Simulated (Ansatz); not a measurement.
**CH₂O₂: geometry and frequencies at several levels**

One table from this session's results is given with a row withheld; the runs are named, their logs left out.

Program: Ansatz 0.2.0. Level of theory: the levels named in each step. These are calculated values, not measurements.

## The system as given

Bond lengths: O1–C2 1.329 Å, C2–O3 1.303 Å, O1–H4 0.961 Å, O3–H5 0.977 Å. Angles: O1–C2–O3 107.6°, C2–O1–H4 107.4°, C2–O3–H5 111.5°.

Coordinates:

```xyz
5

O     0.2576    0.2062   -1.0041
C     0.4853    0.1033    0.3016
O    -0.6202   -0.2944    0.8646
H     1.0746    0.4996   -1.4155
H    -1.3325   -0.4180    0.2069
```

Set-up of the first run:

File input.yaml:

```yaml
crystal:
  periodic: [false, false, false]
  atoms:
    - { symbol: O, position_ang: [0.25759816, 0.20624123, -1.00411755] }
    - { symbol: C, position_ang: [0.48533683, 0.10325007, 0.30158381] }
    - { symbol: O, position_ang: [-0.62021808, -0.29444555, 0.8646434] }
    - { symbol: H, position_ang: [1.07462377, 0.4995624, -1.41554017] }
    - { symbol: H, position_ang: [-1.33247068, -0.41796816, 0.20687052] }
basis:
  gaussian: { orbitals: def2-TZVPP }
hamiltonian:
  xc: pbe0
  dispersion: d4
phonons: {}
```

Command:

```bash
$ ansatz run input.yaml --threads 2 --pin off --max-ram 5120MiB --backend cpu --events-out ev --progress --plain --runs-dir out
```

Steps of the session up to this table: Frequencies, PBE0-D4/def2-TZVPP; Relaxation, PBE-D4/def2-TZVPP; Frequencies, PBE-D4/def2-TZVPP; Relaxation, r2SCAN-D4/def2-TZVPP; Frequencies, r2SCAN-D4/def2-TZVPP; Relaxation, B3LYP-D4/def2-TZVPP; Frequencies, B3LYP-D4/def2-TZVPP; Relaxation, B2PLYP/def2-TZVPP; Frequencies, B2PLYP/def2-TZVPP.

One of the session's tables, all rows but one given; the rest of the session is left out.

| level | O1–C2 (Å) | C2–O3 (Å) | dipole (D) | highest frequency (cm⁻¹) |
| --- | --- | --- | --- | --- |
| PBE-D4/def2-TZVPP | ? | ? | ? | ? |
| r2SCAN-D4/def2-TZVPP | 1.3403 | 1.3098 | 2.53 | 3808 |
| B3LYP-D4/def2-TZVPP | 1.3363 | 1.3076 | 2.49 | 3818 |
| B2PLYP/def2-TZVPP | 1.3378 | 1.3096 | 2.50 | 3837 |

Estimate the missing values for PBE-D4/def2-TZVPP.

**Answer.** O1–C2 (Å): 1.3480; C2–O3 (Å): 1.3158; dipole (D): 2.48; highest frequency (cm⁻¹): 3705. In the column «O1–C2 (Å)» it is the highest.
